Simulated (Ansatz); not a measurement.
# CH₄Si + NH₃: a complex and its separated parts

The complex below is one end of an elementary step. How strongly is it bound against its free parts?

The runs use Ansatz 0.2.0, Gaussian basis; PBE0-D4/def2-TZVP structures, single points in def2-TZVPP, no counterpoise correction.

Levels: SPW92, PBE-D4, BLYP-D4, r2SCAN-D4, B97M-V, PBE0-D4, B3LYP-D4, r2SCAN0-D4, BHLYP-D4, CAM-B3LYP-D4, wB97X-V, wB97M-V, B2PLYP, PBE-QIDH, RPA on PBE, Hartree-Fock, MP2, CCSD, CCSD(T).

Correlated methods freeze the cores. B3LYP uses VWN-RPA correlation. B2PLYP carries no dispersion term here.

56 further runs of the same task are left out: 56 set aside as unsound or not needed.

### Step 1. Starting geometry

The complex: 10 atoms, charge 0, spin multiplicity 1.

Atoms are counted from 1 here; the program's logs count them from 0.

Bond lengths: Si1–N2 2.036 Å, Si1–H4 1.531 Å, Si1–C5 1.926 Å, N2–H3 1.015 Å, N2–H6 1.016 Å, N2–H7 1.014 Å, C5–H8 1.096 Å, C5–H9 1.096 Å, C5–H10 1.095 Å. Angles: N2–Si1–H4 87.7°, N2–Si1–C5 92.2°, H4–Si1–C5 96.6°, Si1–N2–H3 109.4°, Si1–N2–H6 112.5°, Si1–N2–H7 110.1°, H3–N2–H6 108.6°, H3–N2–H7 107.7°, H6–N2–H7 108.4°, Si1–C5–H8 115.6°, Si1–C5–H9 107.5°, Si1–C5–H10 111.7°, H8–C5–H9 106.7°, H8–C5–H10 108.6°, H9–C5–H10 106.2°.

As a file:

```tsv
atom	x (Å)	y (Å)	z (Å)
Si1	-0.9536	-0.2066	0.7763
N2	-0.6764	-0.3562	-1.2355
H3	-1.5679	-0.2453	-1.7070
H4	-1.3179	1.2643	0.5554
C5	0.9257	0.0763	1.0880
H6	-0.0319	0.3443	-1.5918
H7	-0.3145	-1.2742	-1.4704
H8	1.4111	0.8046	0.4279
H9	1.0369	0.4543	2.1104
H10	1.4887	-0.8616	1.0469
```

Its parts: CH₄Si holds atoms 1, 4, 5, 8, 9, 10; NH₃ holds atoms 2, 3, 6, 7. Each part counts its atoms afresh in its own runs.

### Step 2. Relaxing CH₄Si alone

File relax-a/in.yaml:

```yaml
crystal:
  periodic: [false, false, false]
  atoms:
    - {symbol: Si, position_ang: [-0.953632, -0.206569, 0.776305]}
    - {symbol: H, position_ang: [-1.317928, 1.264345, 0.555365]}
    - {symbol: C, position_ang: [0.925690, 0.076304, 1.087962]}
    - {symbol: H, position_ang: [1.411129, 0.804644, 0.427903]}
    - {symbol: H, position_ang: [1.036899, 0.454348, 2.110389]}
    - {symbol: H, position_ang: [1.488700, -0.861631, 1.046851]}
basis:
  gaussian: {orbitals: def2-TZVP}
hamiltonian: {xc: pbe0, dispersion: d4}
relax: {f_tol: 0.005, max_steps: 200}
```

On the command line:

```
$ ansatz run in.yaml --threads 2 --pin off --events-out ev --progress --plain --max-ram 4352MiB
```

After this run come: Relaxing NH₃ alone; SPW92/def2-TZVPP; PBE-D4/def2-TZVPP; BLYP-D4/def2-TZVPP; r2SCAN-D4/def2-TZVPP; B97M-V/def2-TZVPP; PBE0-D4/def2-TZVPP; B3LYP-D4/def2-TZVPP; r2SCAN0-D4/def2-TZVPP; BHLYP-D4/def2-TZVPP; CAM-B3LYP-D4/def2-TZVPP; wB97X-V/def2-TZVPP; wB97M-V/def2-TZVPP; B2PLYP/def2-TZVPP; PBE-QIDH/def2-TZVPP; RPA on PBE/def2-TZVPP; CCSD(T)/def2-TZVPP; Vibrations of CH₄Si; Vibrations of NH₃.

**Question.** What will these runs give? Wanted: complex less parts, CCSD(T)/def2-TZVPP; with zero-point energy; largest T1 diagnostic.

The runs gave:

| quantity | value |
| --- | --- |
| complex less parts, CCSD(T)/def2-TZVPP | -103.8 kJ/mol |
| with zero-point energy | -85.4 kJ/mol |
| largest T1 diagnostic | 0.012 |

**Reading.** At CCSD(T) the complex lies 103.8 kJ/mol below its parts. B3LYP-D4 is the best functional here (-1.1 kJ/mol from CCSD(T)); SPW92 is the worst (-42.0 kJ/mol). By rung, the mean size of the error is: LDA 42.0, GGA 8.0, meta-GGA 10.3, hybrid 9.2, range-separated hybrid 5.9, double hybrid 8.3 kJ/mol. PBE-D4 gives a relative energy 13.4 kJ/mol too low, outside chemical accuracy (1 kcal/mol, 4.2 kJ/mol). No counterpoise was applied, and triple zeta lacks some correlation, so the CCSD(T) reference has a basis error of its own, and close matches with it are partly luck. The restricted Hartree–Fock reference is unstable towards an unrestricted one at one or more of these structures.
